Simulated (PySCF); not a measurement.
**HCl, singlet: reading a ladder of total energies**

Geometry: MP2(full)/6-31G*, from the G2/97 set.

```csv
atom,x (Å),y (Å),z (Å)
Cl,0.0000,0.0000,0.0000
H,0.0000,0.0000,1.2800
```

Basis cc-pV(T+d)Z; PySCF 2.14.0. Correlated methods freeze the noble-gas cores, which leaves 8 electrons in 48 orbitals. Prefix R: restricted or restricted open-shell reference.

Full CI isn't at hand for all of this; RCCSDT(Q) serves as the reference, and is uncertain by about the last step of the cluster series.

```
    level  total energy (hartree)
      RHF             -460.107806
     RMP2             -460.311086
    RCCSD             -460.331872
 RCCSD(T)             -460.339808
   RCCSDT             -460.340343
RCCSDT(Q)             -460.340656
```

Task: What is the correlation energy at RCCSDT(Q), and what share of it do RMP2 and RCCSD recover?

Result: E(corr) = -460.340656 − (-460.107806) = -0.232850 hartree = -6.336 eV. RMP2: -0.203280 / -0.232850 = 87.30 %. RCCSD: -0.224066 / -0.232850 = 96.23 %.

Task: By how many kcal/mol does RCCSD(T) miss RCCSDT(Q) (1 hartree = 627.509 kcal/mol), and which steps make up the rest?

Result: -460.339808 − (-460.340656) = 0.000848 hartree = 0.53 kcal/mol. Steps: RCCSDT − RCCSD(T) = -0.34, RCCSDT(Q) − RCCSDT = -0.20 kcal/mol. That is within 1 kcal/mol of the reference in this basis, which itself misses far more of the correlation at the basis-set limit.
